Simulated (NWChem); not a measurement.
Molecule: C2H3N, triplet; SMILES of the neutral closed-shell parent CC#N

```xyz
6

C      0.0870    -1.0789     0.0000
C     -0.4714     0.2841     0.0000
N      0.2499     1.3469     0.0000
H     -0.2262    -1.6344    -0.8981
H      1.1944    -1.0026     0.0000
H     -0.2262    -1.6344     0.8981
```
Atoms are numbered in this order, from 1.

Computed with NWChem. Geometry optimised at PBE0/def2-SVP; all other runs use it. Pople sets run with spherical d functions. Spin-unrestricted. In the optimisation the excess spin sits in a' (Cs, its own frame). This spin state was assumed; another may lie lower. Vzz has the sign of the potential's second derivative. Excited states of an open shell can be spin-contaminated.

| quantity | level | value |
|---|---|---|
| Vzz N3 (a.u.) | CAM-B3LYP/def2-SVP | -0.649 |
| cavity-dispersion-structure term (kcal/mol) in ethylene glycol | PBE0/def2-SVP, SMD | 4.2 |
| dipole (D) | MN15/def2-SVP | 2.59 |
| vertical, lowest excitation (eV) | CAM-B3LYP/6-31+G*, TDA | 0.91 |
| highest harmonic frequency (cm⁻¹) | PBE0/def2-SVP | 3158 |
